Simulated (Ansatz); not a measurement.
# C3H5FS: from a rough start to a minimum

The task is to find a stationary geometry of C3H5FS, check the end point by its vibrations and derive ideal-gas thermochemistry, and look at its orbitals and charge.

The runs use Ansatz 0.2.0, Gaussian basis; RKS PBE0-D4/def2-TZVP.

Plan: relaxation at PBE-D4/def2-SVP; relaxation at PBE0-D4/def2-TZVP; harmonic vibrations at the same level; a single point in def2-TZVPP for the fields.

### Step 1. Starting geometry

SMILES `C=C(F)CS`, 10 atoms, charge 0, spin multiplicity 1.

Atoms are counted from 1 here; the program's logs count them from 0.

Bond lengths: C1–C2 1.287 Å, C1–H6 1.089 Å, C1–H7 1.120 Å, C2–F3 1.322 Å, C2–C4 1.465 Å, C4–S5 1.786 Å, C4–H8 1.131 Å, C4–H9 1.098 Å, S5–H10 1.356 Å. Angles: C2–C1–H6 125.8°, C2–C1–H7 121.5°, H6–C1–H7 112.6°, C1–C2–F3 115.5°, C1–C2–C4 128.7°, F3–C2–C4 115.8°, C2–C4–S5 114.4°, C2–C4–H8 109.1°, C2–C4–H9 108.7°, S5–C4–H8 106.8°, S5–C4–H9 113.0°, H8–C4–H9 104.4°, C4–S5–H10 92.6°.

The start is a force-field geometry with small random shifts, so a cheaper pass at PBE-D4/def2-SVP comes first.

### Step 2. Optimising with PBE-D4/def2-SVP (cheap first pass)

Input file in.yaml:

```yaml
crystal:
  periodic: [false, false, false]
  atoms:
    - {symbol: C, position_ang: [-0.421500, 1.092800, 1.102900]}
    - {symbol: C, position_ang: [0.177400, 0.109800, 0.527700]}
    - {symbol: F, position_ang: [1.373000, -0.188300, 1.006500]}
    - {symbol: C, position_ang: [-0.291900, -0.727500, -0.578900]}
    - {symbol: S, position_ang: [0.571900, -0.464900, -2.119600]}
    - {symbol: H, position_ang: [-0.007500, 1.715500, 1.894300]}
    - {symbol: H, position_ang: [-1.430500, 1.442100, 0.764700]}
    - {symbol: H, position_ang: [-1.383200, -0.505500, -0.774500]}
    - {symbol: H, position_ang: [-0.281200, -1.776500, -0.255300]}
    - {symbol: H, position_ang: [1.776700, -0.748800, -1.565000]}
basis:
  gaussian: {orbitals: def2-SVP}
hamiltonian: {xc: pbe, dispersion: d4}
relax: {f_tol: 0.03, max_steps: 200}
```

Run with:

```
> ansatz run in.yaml --threads 4 --pin off --events-out ev --progress --plain --max-ram 10444MiB
```

The log of the run, cut to the lines that bear on the results:

```text
Functional definition: PBE
  name "PBE"
  cite "Perdew, Burke & Ernzerhof, Phys. Rev. Lett. 77, 3865 (1996) doi:10.1103/PhysRevLett.77.3865"
  parent pbe
[...]
1117 factors; their error is unknown
[...]
mean field -16724.37503157 eV, -614.6094462216 hartree, gradient 3.6e-5 eV, S^2 0.000000; 0 other end points of the search recorded, 0 dependent functions left out
[...]
reference -16724.37505977 eV, -614.6094472579 hartree; 24, 24 occupied and 75, 75 virtual orbitals, 1117 factors
relax step   1: F+E_penalty+E_count = -16724.57891293 eV  Δ(F+E_penalty+E_count) = +0.000e0 eV  max|allowed force component| = 3.447e0 eV/Å  Δτ_max = 0.0000 Å  (28 SCF iters, accepted)
[...]
relax step   5: F+E_penalty+E_count = -16724.87371853 eV  Δ(F+E_penalty+E_count) = -1.761e-3 eV  max|allowed force component| = 4.373e-2 eV/Å  Δτ_max = 0.0165 Å  (32 SCF iters, accepted)
[...]
relax step   6: F+E_penalty+E_count = -16724.87395611 eV  Δ(F+E_penalty+E_count) = -2.376e-4 eV  max|allowed force component| = 1.457e-2 eV/Å  Δτ_max = 0.0077 Å  (32 SCF iters, accepted)
1117 factors; their error is unknown
[...]
mean field -16724.67332918 eV, -614.6204084566 hartree, gradient 2.4e-5 eV, S^2 0.000000; 1 other end points of the search recorded, 0 dependent functions left out
[...]
reference -16724.67335813 eV, -614.6204095204 hartree; 24, 24 occupied and 75, 75 virtual orbitals, 1117 factors
Total energy: -16724.87398506 eV, -614.6277824242 hartree
Atom 0 at    -0.481839     1.156912     1.144857 Å, force    -0.006515     0.011666     0.007831 eV/Å
Atom 1 at     0.166619     0.152925     0.536499 Å, force     0.006891    -0.014573    -0.008975 eV/Å
Atom 2 at     1.427064    -0.173125     0.915840 Å, force    -0.004406     0.008480    -0.005965 eV/Å
Atom 3 at    -0.323637    -0.721182    -0.569924 Å, force    -0.002120     0.005010     0.001198 eV/Å
Atom 4 at     0.626911    -0.502213    -2.138012 Å, force     0.007693    -0.004653     0.008207 eV/Å
Atom 5 at    -0.001549     1.726158     1.952951 Å, force    -0.000344    -0.004541     0.000883 eV/Å
Atom 6 at    -1.500907     1.423003     0.835369 Å, force     0.002703    -0.002751    -0.000422 eV/Å
Atom 7 at    -1.373162    -0.475384    -0.817902 Å, force     0.002599     0.001353     0.001381 eV/Å
Atom 8 at    -0.281482    -1.787795    -0.265021 Å, force    -0.004567    -0.000932     0.000687 eV/Å
Atom 9 at     1.825182    -0.850599    -1.591858 Å, force    -0.001935     0.000941    -0.004823 eV/Å
Dipole moment:    -0.195581    -0.073961     0.139016 e Å
```

Wall time 7.5 s (4 threads, shared host).

Step by step:

| step | energy from step 1 (eV) | largest force component (eV/Å) |
| --- | --- | --- |
| 1 | 0.0000 | 3.4466 |
| 2 | -0.2481 | 1.1337 |
| 3 | -0.2883 | 0.2458 |
| 4 | -0.2930 | 0.1161 |
| 5 | -0.2948 | 0.0437 |
| 6 | -0.2950 | 0.0146 |

Distances of close pairs at the start and the end, largest changes first:

| bond | before (Å) | after (Å) | change (Å) |
| --- | --- | --- | --- |
| C4–S5 | 1.786 | 1.847 | +0.061 |
| C1–C2 | 1.287 | 1.341 | +0.054 |
| C2–F3 | 1.322 | 1.356 | +0.034 |
| C2–C4 | 1.465 | 1.493 | +0.028 |
| C4–H8 | 1.131 | 1.106 | -0.025 |
| C1–H7 | 1.120 | 1.098 | -0.022 |
| C4–H9 | 1.098 | 1.110 | +0.012 |
| C1–H6 | 1.089 | 1.099 | +0.010 |

### Step 3. Optimising with PBE0-D4/def2-TZVP

Input file in.yaml:

```yaml
crystal:
  periodic: [false, false, false]
  atoms:
    - {symbol: C, position_ang: [-0.481839, 1.156912, 1.144857]}
    - {symbol: C, position_ang: [0.166619, 0.152925, 0.536499]}
    - {symbol: F, position_ang: [1.427064, -0.173125, 0.915840]}
    - {symbol: C, position_ang: [-0.323637, -0.721182, -0.569924]}
    - {symbol: S, position_ang: [0.626911, -0.502213, -2.138012]}
    - {symbol: H, position_ang: [-0.001549, 1.726158, 1.952951]}
    - {symbol: H, position_ang: [-1.500907, 1.423003, 0.835369]}
    - {symbol: H, position_ang: [-1.373162, -0.475384, -0.817902]}
    - {symbol: H, position_ang: [-0.281482, -1.787795, -0.265021]}
    - {symbol: H, position_ang: [1.825182, -0.850599, -1.591858]}
basis:
  gaussian: {orbitals: def2-TZVP}
hamiltonian: {xc: pbe0, dispersion: d4}
relax: {f_tol: 0.005, max_steps: 150}
```

Launched as before.

The log of the run, cut to the lines that bear on the results:

```text
Functional definition: PBE0
  name "PBE0"
  cite "Adamo & Barone, J. Chem. Phys. 110, 6158 (1999) doi:10.1063/1.478522"
  cite "Perdew, Burke & Ernzerhof, Phys. Rev. Lett. 77, 3865 (1996) doi:10.1103/PhysRevLett.77.3865"
  parent pbe
[...]
1187 factors; their error is unknown
[...]
mean field -16736.49483440 eV, -615.0548407605 hartree, gradient 3.6e-5 eV, S^2 0.000000; 0 other end points of the search recorded, 0 dependent functions left out
[...]
reference -16736.49486136 eV, -615.0548417513 hartree; 24, 24 occupied and 167, 167 virtual orbitals, 1187 factors
relax step   1: F+E_penalty+E_count = -16736.66340429 eV  Δ(F+E_penalty+E_count) = +0.000e0 eV  max|allowed force component| = 7.116e-1 eV/Å  Δτ_max = 0.0000 Å  (28 SCF iters, accepted)
[...]
Atom 0 at    -0.482070     1.145064     1.136016 Å, force     0.000204     0.000426     0.000205 eV/Å
Atom 1 at     0.164578     0.159598     0.541206 Å, force     0.000281     0.000143    -0.000902 eV/Å
Atom 2 at     1.409290    -0.162998     0.936639 Å, force    -0.000077    -0.000451    -0.000098 eV/Å
Atom 3 at    -0.309983    -0.707469    -0.561200 Å, force    -0.002690    -0.000242     0.003534 eV/Å
Atom 4 at     0.616544    -0.480870    -2.110123 Å, force     0.001573    -0.000044    -0.000829 eV/Å
Atom 5 at    -0.025187     1.706769     1.939490 Å, force    -0.000207     0.000099    -0.000022 eV/Å
Atom 6 at    -1.481375     1.403892     0.816729 Å, force     0.000083    -0.000492    -0.000271 eV/Å
Atom 7 at    -1.345314    -0.465480    -0.798923 Å, force     0.000631     0.000024    -0.000247 eV/Å
Atom 8 at    -0.264036    -1.757907    -0.265495 Å, force     0.000830     0.000427    -0.001064 eV/Å
Atom 9 at     1.800753    -0.891899    -1.631539 Å, force    -0.000630     0.000110    -0.000306 eV/Å
Dipole moment:    -0.247367    -0.064187     0.137319 e Å
```

Run time: 26 s. Hardware: 4 threads, shared host.

Relaxation path:

| step | energy from step 1 (eV) | largest force component (eV/Å) |
| --- | --- | --- |
| 1 | 0.0000 | 0.7116 |
| 2 | -0.0489 | 0.2657 |
| 3 | -0.0538 | 0.0970 |
| 4 | -0.0547 | 0.0406 |
| 5 | -0.0549 | 0.0204 |
| 6 | -0.0549 | 0.0069 |
| 7 | -0.0550 | 0.0053 |
| 8 | -0.0550 | 0.0035 |

Close pairs (by a distance rule), those that changed most:

| bond | before (Å) | after (Å) | change (Å) |
| --- | --- | --- | --- |
| C4–S5 | 1.847 | 1.819 | -0.028 |
| C1–C2 | 1.341 | 1.320 | -0.021 |
| S5–H10 | 1.362 | 1.342 | -0.020 |
| C4–H9 | 1.110 | 1.092 | -0.018 |
| C1–H6 | 1.099 | 1.082 | -0.017 |
| C1–H7 | 1.098 | 1.081 | -0.017 |
| C4–H8 | 1.106 | 1.089 | -0.017 |
| C2–C4 | 1.493 | 1.481 | -0.012 |

Mulliken charges of the relaxed molecule (report file):

| atom | value (e) |
| --- | --- |
| C1 | -0.34 |
| C2 | 0.23 |
| F3 | -0.20 |
| C4 | -0.21 |
| S5 | -0.22 |
| H6 | 0.14 |
| H7 | 0.14 |
| H8 | 0.14 |
| H9 | 0.15 |
| H10 | 0.16 |

### Step 4. Force constants and modes

Input file in.yaml:

```yaml
crystal:
  periodic: [false, false, false]
  atoms:
    - {symbol: C, position_ang: [-0.482070, 1.145064, 1.136016]}
    - {symbol: C, position_ang: [0.164578, 0.159598, 0.541206]}
    - {symbol: F, position_ang: [1.409290, -0.162998, 0.936639]}
    - {symbol: C, position_ang: [-0.309983, -0.707469, -0.561200]}
    - {symbol: S, position_ang: [0.616544, -0.480870, -2.110123]}
    - {symbol: H, position_ang: [-0.025187, 1.706769, 1.939490]}
    - {symbol: H, position_ang: [-1.481375, 1.403892, 0.816729]}
    - {symbol: H, position_ang: [-1.345314, -0.465480, -0.798923]}
    - {symbol: H, position_ang: [-0.264036, -1.757907, -0.265495]}
    - {symbol: H, position_ang: [1.800753, -0.891899, -1.631539]}
basis:
  gaussian: {orbitals: def2-TZVP}
hamiltonian: {xc: pbe0, dispersion: d4}
phonons: {temperatures: {t_min: 298.15, t_max: 900, t_step: 200}}
```

Launched as before.

The log of the run, cut to the lines that bear on the results:

```text
Functional definition: PBE0
  name "PBE0"
  cite "Adamo & Barone, J. Chem. Phys. 110, 6158 (1999) doi:10.1063/1.478522"
  cite "Perdew, Burke & Ernzerhof, Phys. Rev. Lett. 77, 3865 (1996) doi:10.1103/PhysRevLett.77.3865"
  parent pbe
[...]
1187 factors; their error is unknown
[...]
mean field -16736.54861744 eV, -615.0568172506 hartree, gradient 3.6e-5 eV, S^2 0.000000; 0 other end points of the search recorded, 0 dependent functions left out
[...]
reference -16736.54864422 eV, -615.0568182351 hartree; 24, 24 occupied and 167, 167 virtual orbitals, 1187 factors
[...]
1187 factors; their error is unknown
mean field -16736.54841079 eV, -615.0568096566 hartree, gradient 1.4e-6 eV, S^2 0.000000; 0 other end points of the search recorded, 0 dependent functions left out
[...]
reference -16736.54843758 eV, -615.0568106411 hartree; 24, 24 occupied and 167, 167 virtual orbitals, 1187 factors
[...]
Atom 3 at    -0.309983    -0.707469    -0.561200 Å, force    -0.002649    -0.000220     0.003568 eV/Å
Atom 4 at     0.616544    -0.480870    -2.110123 Å, force     0.001559    -0.000044    -0.000831 eV/Å
Atom 5 at    -0.025187     1.706769     1.939490 Å, force    -0.000201     0.000088    -0.000035 eV/Å
Atom 6 at    -1.481375     1.403892     0.816729 Å, force     0.000101    -0.000518    -0.000288 eV/Å
Atom 7 at    -1.345314    -0.465480    -0.798923 Å, force     0.000602     0.000015    -0.000268 eV/Å
Atom 8 at    -0.264036    -1.757907    -0.265495 Å, force     0.000827     0.000411    -0.001073 eV/Å
Atom 9 at     1.800753    -0.891899    -1.631539 Å, force    -0.000631     0.000109    -0.000304 eV/Å
Dipole moment:    -0.247368    -0.064185     0.137318 e Å
Vibrations: 96.73 184.45 219.67 381.47 468.00 587.76 720.80 746.71 811.45 883.30 893.13 961.69 1005.26 1190.46 1263.15 1322.48 1411.55 1451.16 1757.26 2719.60 3081.89 3153.72 3192.04 3288.62 cm⁻¹, zero-point energy 1.970872 eV
```

Wall time 2.2 min (4 threads, shared host); peak memory 0.5 GiB.

Motions are named by where the mode's potential energy lies. The modes, unscaled (a negative number is an imaginary wavenumber):

| mode | cm⁻¹ | motion |
| --- | --- | --- |
| 1 | 97 | torsion |
| 2 | 184 | bend with torsion |
| 3 | 220 | torsion |
| 4 | 381 | bend |
| 5 | 468 | bend |
| 6 | 588 | torsion with C–S stretch |
| 7 | 721 | bend with C–S stretch |
| 8 | 747 | torsion |
| 9 | 811 | bend with torsion |
| 10 | 883 | torsion with out-of-plane bend |
| 11 | 893 | C–C and C–F stretch |
| 12 | 962 | bend with C–F stretch |
| 13 | 1005 | bend |
| 14 | 1190 | bend |
| 15 | 1263 | bend |
| 16 | 1322 | bend with C–F stretch |
| 17 | 1412 | bend |
| 18 | 1451 | bend |
| 19 | 1757 | C–C stretch |
| 20 | 2720 | S–H stretch |
| 21 | 3082 | C–H stretch |
| 22 | 3154 | C–H stretch |
| 23 | 3192 | C–H stretch |
| 24 | 3289 | C–H stretch |

Ideal gas, rigid rotor and harmonic oscillator at 298.15 K and 1 bar, with symmetry number 1:

| term | value |
| --- | --- |
| zero-point energy | 45.4 kcal/mol |
| H(298) − E | 49.8 kcal/mol |
| entropy, translation | 165.3 J/(mol K) |
| entropy, rotation | 110.9 J/(mol K) |
| entropy, vibration | 47.6 J/(mol K) |
| entropy, total | 323.8 J/(mol K) |

### Step 5. Orbitals, density and potential

Changes to in.yaml since step 4:

```diff
@@ -14,4 +14,4 @@
 basis:
-  gaussian: {orbitals: def2-TZVP}
+  gaussian: {orbitals: def2-TZVPP}
 hamiltonian: {xc: pbe0, dispersion: d4}
-phonons: {temperatures: {t_min: 298.15, t_max: 900, t_step: 200}}
+output: {orbitals: {seedname: orbitals}}
```

The command is unchanged.

The log of the run:

```text
Functional definition: PBE0
  name "PBE0"
  cite "Adamo & Barone, J. Chem. Phys. 110, 6158 (1999) doi:10.1063/1.478522"
  cite "Perdew, Burke & Ernzerhof, Phys. Rev. Lett. 77, 3865 (1996) doi:10.1103/PhysRevLett.77.3865"
  parent pbe
  parameter a = 0.25
  parameter kappa = 0.804
  parameter beta = 0.06672455060314922
  exchange = (1 - a)*pbe_x(kappa = kappa, mu = beta*pi^2/3) + a*exact_x
  correlation = pbe_c(beta = beta)
1306 factors; their error is unknown
mean field evaluation 1: about -16730.2321 eV, gradient 5.3e1 eV
mean field evaluation 2: about -16728.6168 eV, gradient 5.6e1 eV
mean field evaluation 4: about -16736.5717 eV, gradient 3.5e0 eV
mean field evaluation 8: about -16736.5873 eV, gradient 9.7e-2 eV
mean field evaluation 16: about -16736.6042 eV, gradient 9.5e-5 eV
mean field -16736.60422734 eV, -615.0588608770 hartree, gradient 2.2e-5 eV, S^2 0.000000; 0 other end points of the search recorded, 0 dependent functions left out
reference -16736.60425451 eV, -615.0588618754 hartree; 24, 24 occupied and 212, 212 virtual orbitals, 1306 factors
Total energy: -16736.77399887 eV, -615.0650998655 hartree
```

Wall time 2.7 s (4 threads, shared host); peak memory 0.55 GiB.

The fields below are evaluated on a grid from the run's orbitals.

Frontier orbitals at PBE0-D4/def2-TZVPP, with the share of their density that lies nearest to each atom:

| orbital | energy (eV) | lies on |
| --- | --- | --- |
| HOMO-1 | -7.63 | C1 37 %; C2 27 %; F3 10 % |
| HOMO | -7.06 | S5 75 %; H10 10 % |
| LUMO | -0.19 | C1, C2 about 22 % each; S5 21 %; H6, H7 about 7 % each |

ELF in a plane through or near 5 of the atoms.

Ten even steps from '0' (0.00) to '9' (1.00):
```
0000000000000000000000000000
0000000000000000000000000000
0000000000000000000000000000
0000000000000111100000000000
0000001100013565310000000000
0000036750026888510035300000
0000168992016877300699830000
0000168995002565214999972000
0000257873102331666999962000
0001356654557822872698730000
0004677766744874752563200000
0004788766533542358873100000
0003688643579950159995200000
0001365310599982038995100000
0000012000599993005762000000
0000000000389972000100000000
0000000000036620000000000000
0000000000000000000000000000
0000000000000000000000000000
0000000000000000000000000000
```
The map spans 10.1 Å across and 8.4 Å up, centred on the molecule. Atoms in the plane (x, y in Å): C1 (1.7, 0.0), C2 (0.4, 0.3), C4 (-0.7, -0.6), H6 (2.5, 0.8), H8 (-0.4, -1.6).

log10 of the density (e/Å³) in the same plane.

Ten even steps from '0' (-4.0) to '9' (1.9):
```
0000000000000000000000000000
0000000000000000000000000000
0000000000012222210000000000
0000001111223444321100000000
0000122222334555432221110000
0001233443346676543333221000
0012244554446777554544322100
0012345555445676655665432100
0123345665555677766776532100
0123455666666679777765532100
0123455666677766678665432100
0123445566687765666664421000
0123344555667655556654321000
0012334444567754445543311000
0001223334456654333332210000
0000112223344433222221100000
0000000111233322111110000000
0000000000111111000000000000
0000000000000000000000000000
0000000000000000000000000000
```
The map spans 10.1 Å across and 8.4 Å up, centred on the molecule. Atoms in the plane (x, y in Å): C1 (1.7, 0.0), C2 (0.4, 0.3), C4 (-0.7, -0.6), H6 (2.5, 0.8), H8 (-0.4, -1.6).

On the surface of density 0.002 e/bohr³ the electrostatic potential runs, from the 1st to the 99th percentile, from -0.85 V near S5 to 1.28 V near H8.

### Step 6. Results

| quantity | value |
| --- | --- |
| point group | C1 |
| steps | 6 + 8 |
| shift from the start (rms) | 0.077 Å |
| total energy | -16736.7184 eV |
| dispersion term | -170 meV |
| dipole moment | 1.39 D |
| lowest, highest wavenumber | 97, 3289 cm⁻¹ |
| zero-point energy | 45.4 kcal/mol |
| entropy at 298.15 K | 323.8 J/(mol K) |
| HOMO, LUMO | -7.06, -0.19 eV |

What this shows: The atoms moved 0.08 Å (rms) from the start; the bond that changed most is C4–H8, from 1.131 to 1.089 Å. All wavenumbers are real, so the end point is a minimum. The stiffest mode, 3289 cm⁻¹, is a C–H stretch, and 2 modes under 200 cm⁻¹ make the vibrational entropy uncertain. Harmonic hybrid wavenumbers usually lie a few per cent above measured fundamentals. The largest Mulliken charge, -0.34 e, sits on C1. The HOMO lies mostly on S5 75 %; H10 10 % and the LUMO on C1, C2 about 22 % each; S5 21 %.
